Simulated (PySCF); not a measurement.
Estimate the missing entries of this data sheet.

C₃H₃F₃.
SMILES with atom numbers: `[CH2:1]=[CH:2][C:3]([F:4])([F:5])[F:6]` (hydrogens: H7, H8 on C1; H9 on C2)

Geometry (PBE0-D3(BJ)/def2-SVP, Å), atoms numbered from 1 in this order:
```xyz
9
C3H3F3 angstrom
C     -1.0823    0.4575   -0.7348
C     -0.2077    0.5055    0.2648
C      0.8386   -0.5379    0.4903
F      0.7933   -1.5129   -0.4182
F      2.0650   -0.0039    0.4495
F      0.6987   -1.1001    1.6969
H     -1.8343    1.2391   -0.8638
H     -1.0741   -0.3651   -1.4544
H     -0.1971    1.3180    0.9970
```

| property | level | value |
| --- | --- | --- |
| point group | PBE0-D3(BJ)/def2-SVP | Cs |
| rotational constants A, B, C | PBE0-D3(BJ)/def2-SVP | ? |
| dipole moment | PBE0/pcSseg-1 | 2.34 D |
| HOMO energy | PBE0/pcSseg-1 | -8.77 eV |
| LUMO energy | PBE0/pcSseg-1 | ? |
| 13C chemical shifts (computed TMS as zero) by class | GIAO PBE0/pcSseg-1 | 136.1 (C2), 131.0 (C1), 127.2 (C3) ppm |
| 1H chemical shifts (computed TMS as zero) by class | GIAO PBE0/pcSseg-1 | 6.23 (H8), 6.00 (H9), 5.90 (H7) ppm |
| isotropic shieldings of nuclei other than C and H, by class | GIAO PBE0/pcSseg-1 | ? |
| largest of the computed one-bond spin–spin couplings (means over like bonds) | B3LYP/pcJ-1 | ? |

Electronic properties: PySCF, gas phase, density fitting. NMR classes are plain means over equivalent atoms (diastereotopic ones count apart unless rotation or inversion swaps them), as if these changed places fast; in this geometry the members of some classes differ.

(1) The largest of the computed one-bond spin–spin couplings (means over like bonds)?

(2) Give the rotational constants A, B, C.

(3) The LUMO energy?

(4) Give the isotropic shieldings of nuclei other than C and H, by class.

Results:

(1) 19F–13C -335.8 (F4–C3 and 2 like it), 13C–1H +174.2 (C2–H9), 13C–1H +173.0 (C1–H7), 13C–1H +171.5 (C1–H8), 13C–13C +82.8 (C1–C2), 13C–13C +81.4 (C2–C3) Hz.

(2) 5.477, 2.957, 2.883 GHz.

(3) -0.79 eV.

(4) 260 (F4/F5/F6) ppm.

The dipole matches unit charges of opposite sign 0.49 Å apart (1 e·Å = 4.8032 D). A dipole of 2.34 D is allowed in Cs, and pure rotational transitions are dipole-allowed. With B = h/(8π²I), that is 505.379 GHz u Å² over I, the principal moments of inertia are 92.3, 170.9 and 175.3 u Å² (most abundant isotopes); the inertial defect Ic − Ia − Ib is -87.9 u Å² (zero for a rigid planar frame, negative otherwise). The rotational constants make it an asymmetric top with κ = (2B − A − C)/(A − C) = -0.94, nearer the prolate limit (−1).
